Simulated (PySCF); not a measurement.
## Unknown: peak-picked proton spectrum

Formula C$_{4}$H$_{6}$O$_{2}$. The spectrum was simulated from the full spin Hamiltonian at 400 MHz with 1.2 Hz Lorentzian lines, from shifts rounded to 0.01 ppm and J to 0.1 Hz, couplings under 1 Hz left out.

Maxima in Hz from TMS (height), grouped by integral:
1H: 3224.0 (8), 3215.8 (8), 3208.4 (8), 3200.2 (9)
1H: 2015.8 (17), 2000.2 (16)
1H: 1856.1 (17), 1847.9 (17)
3H: 812.0 (100)

All values are calculated (PySCF 2.14): PBE0-D3(BJ)/def2-TZVP geometry, J: B3LYP/pcJ-2 (without the spin–dipole term), σ from GIAO-B97-2/pcSseg-2. Single conformer, in vacuum, one averaged value for each set of equivalent atoms, relativity neglected.

Referencing at the same level of theory: TMS for $^{1}$H (σ = 31.64 ppm).

**Question.** Analyse the multiplets.

**Answer.** $^{1}$H NMR (400 MHz, computed): δ 8.03 (dd, J = 15.6, 8.2 Hz, 1H), 5.02 (d, J = 15.6 Hz, 1H), 4.63 (d, J = 8.2 Hz, 1H), 2.03 (s, 3H). These are first-order names from the parameters used; overlap and second-order distortion can hide them in the list.

**Question.** What is the compound?

**Answer.** SMILES C=COC(C)=O.

Structure with atom numbers: `[CH2:1]=[CH:2][O:3][C:4]([CH3:5])=[O:6]`. Each H is labelled by its parent atom. Ha(C1) is cis to O3; Hb(C1) is trans to O3.

δ 8.03: H(C2), hydrogen on an alkene carbon bearing oxygen, coupled to Ha(C1) (15.6 Hz), Hb(C1) (8.2 Hz). δ 5.02: Ha(C1), hydrogen on a β carbon of an enol-ether or enamine type C=C, coupled to H(C2) (15.6 Hz). δ 4.63: Hb(C1), hydrogen on a β carbon of an enol-ether or enamine type C=C, coupled to H(C2) (8.2 Hz). δ 2.03: H(C5), hydrogen on a methyl carbon α to a carbonyl.

The data come from this structure; uniqueness wasn't tested.

Multiplet labels drop couplings under 1 Hz and merge nearly equal ones.
